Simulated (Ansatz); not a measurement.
Coupled-cluster run, `CCOCCF`.

```yaml
crystal:
  periodic: [false, false, false]
  atoms:
    - {symbol: C, position_ang: [-1.302775, -0.531130, 1.973865]}
    - {symbol: C, position_ang: [-1.138309, -0.282671, 0.497162]}
    - {symbol: O, position_ang: [0.214602, 0.002566, 0.232177]}
    - {symbol: C, position_ang: [0.464107, 0.247207, -1.122283]}
    - {symbol: C, position_ang: [1.939181, 0.536049, -1.262114]}
    - {symbol: F, position_ang: [2.227218, 0.780717, -2.590491]}
    - {symbol: H, position_ang: [-2.345991, -0.755102, 2.206160]}
    - {symbol: H, position_ang: [-1.002077, 0.347628, 2.547404]}
    - {symbol: H, position_ang: [-0.688912, -1.375752, 2.292273]}
    - {symbol: H, position_ang: [-1.452737, -1.163634, -0.083020]}
    - {symbol: H, position_ang: [-1.766380, 0.560788, 0.172102]}
    - {symbol: H, position_ang: [0.196268, -0.622772, -1.740465]}
    - {symbol: H, position_ang: [-0.118638, 1.106740, -1.486090]}
    - {symbol: H, position_ang: [2.218419, 1.417113, -0.678149]}
    - {symbol: H, position_ang: [2.534122, -0.318649, -0.929231]}
basis:
  gaussian: {orbitals: def2-TZVPP}
correlation: {method: ccsd_t}
output: {orbitals: {seedname: orbitals}}
```

```sh
$ ansatz run in.yaml --threads 8 --pin off --events-out ev --progress --plain --max-ram 18278MiB
```

Log, shortened:

```
Functional definition: HF
1863 factors; integrals over basis functions are off by at most 1.1e-3 eV
mean field evaluation 1: about -9006.7412 eV, gradient 3.8e1 eV
mean field evaluation 2: about -9007.0473 eV, gradient 3.8e1 eV
mean field evaluation 4: about -9010.5612 eV, gradient 5.1e0 eV
mean field evaluation 8: about -9010.6236 eV, gradient 2.4e-1 eV
mean field -9010.62381208 eV, -331.1343174736 hartree, gradient 2.6e-6 eV, S^2 0.000000; 0 other end points of the search recorded, 0 dependent functions left out
6 core orbitals not correlated: weight in the atoms' cores, before any rotation towards them, 1.000 or more for the frozen orbitals, at most 0.000 for the correlated occupied ones
reference -9010.62381208 eV, -331.1343174736 hartree; 19, 19 occupied and 287, 287 virtual orbitals, 1863 factors
second order -32.01660673 eV of doubles, -0.00000000 eV of singles
cycle   1  -32.46458696 eV  change   -4.5e-1 eV  update   1.1e-1
cycle   2  -33.17372486 eV  change   -7.1e-1 eV  update   3.1e-2
cycle   3  -33.32841863 eV  change   -1.5e-1 eV  update   1.5e-2
cycle   4  -33.31804468 eV  change    1.0e-2 eV  update   2.8e-3
cycle   5  -33.31775317 eV  change    2.9e-4 eV  update   1.1e-3
cycle   6  -33.31855655 eV  change   -8.0e-4 eV  update   3.1e-4
cycle   7  -33.31843490 eV  change    1.2e-4 eV  update   1.1e-4
cycle   8  -33.31838168 eV  change    5.3e-5 eV  update   3.8e-5
cycle   9  -33.31838929 eV  change   -7.6e-6 eV  update   1.4e-5
perturbative correction -1.19364650 eV, -0.0438656997 hartree
Total energy: -9045.13584786 eV, -332.4026113955 hartree
```

Hardware: 8 threads of an Arm Neoverse V1 on a shared host. Wall time 6.7 min, peak host memory 12 GiB.

The correlation energy is -34.512 eV, 3.5 % of it from (T); the T1 diagnostic reads 0.0102.
